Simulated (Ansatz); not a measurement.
`N=C=CN`, relaxed with RKS PBE0-D4/def2-TZVP in Ansatz 0.2.0 from a PBE-D4/def2-SVP geometry. The force threshold is 0.005 eV/Å; the program also tests the step.

Charge 0, multiplicity 1.

Start:

```xyz
8

N     0.604    1.720   -1.141
C     0.428    0.787   -0.335
C     0.167   -0.138    0.585
N    -0.690   -1.264    0.438
H     1.335    1.523   -1.854
H     0.751   -0.096    1.519
H    -1.358   -1.318    1.217
H    -1.236   -1.214   -0.429
```

(1) How much energy does the relaxation release, and in how many steps? (Best estimate.)

(2) Which bonds change most? (Best estimate.)

(3) Give the relaxed structure. (An estimate is asked.)

Results:

(1) Computed: 5.06 kJ/mol, in 13 steps, 1 of them rejected.

(2) The calculation gave: C2–C3 from 1.331 to 1.309 Å; C3–H6 from 1.104 to 1.084 Å; N1–H5 from 1.040 to 1.022 Å; N1–C2 from 1.244 to 1.227 Å.

(3) Computed: 
```xyz
8

N     0.583    1.688   -1.120
C     0.421    0.779   -0.312
C     0.185   -0.136    0.594
N    -0.691   -1.240    0.441
H     1.286    1.496   -1.836
H     0.775   -0.110    1.503
H    -1.384   -1.262    1.178
H    -1.174   -1.216   -0.447
```
